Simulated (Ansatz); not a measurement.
Relaxation of AlClH2 (4 atoms, charge 0, multiplicity 1), to a largest force component of 0.03 eV/Å in at most 50 steps.

The calculation used RHF/6-31G* (Ansatz).

```xyz
4
Properties=species:S:1:pos:R:3
Al -0.164 0.000 -1.014
Cl 1.698 0.000 1.873
H 2.077 0.000 0.608
H -1.664 0.000 -0.343
```

**Question.** Where does it end, and by what steps?

**Answer.** It converged. The force dipped under the threshold on the way, but the program's further checks kept it going. After 14 steps the energy has fallen by 0.161 eV; H3 moved furthest, 0.82 Å.

```csv
step,energy less start (eV),largest force component (eV/Å),accepted
0,0.0000,1.534,yes
1,-0.1043,0.735,yes
2,-0.1352,0.436,yes
3,-0.1514,0.080,yes
4,-0.1540,0.162,yes
5,-0.1553,0.066,yes
6,-0.1561,0.099,yes
7,-0.0755,1.824,no
8,-0.1570,0.070,yes
9,-0.1582,0.007,yes
10,-0.1588,0.028,yes
11,-0.1514,0.654,no
12,-0.1596,0.162,yes
13,-0.1599,0.126,yes
14,-0.1607,0.005,yes
```

```xyz
4
Properties=species:S:1:pos:R:3
Al -0.585 0.000 -1.415
Cl 1.552 0.000 1.637
H 2.714 0.000 1.132
H -1.734 0.000 -0.230
```

Whether the end is a true minimum wasn't checked by a vibrational analysis.

Time of the run: 6.2 s on 1 thread of Arm Neoverse V2, with other jobs on the host, peak memory 0.087 GiB.
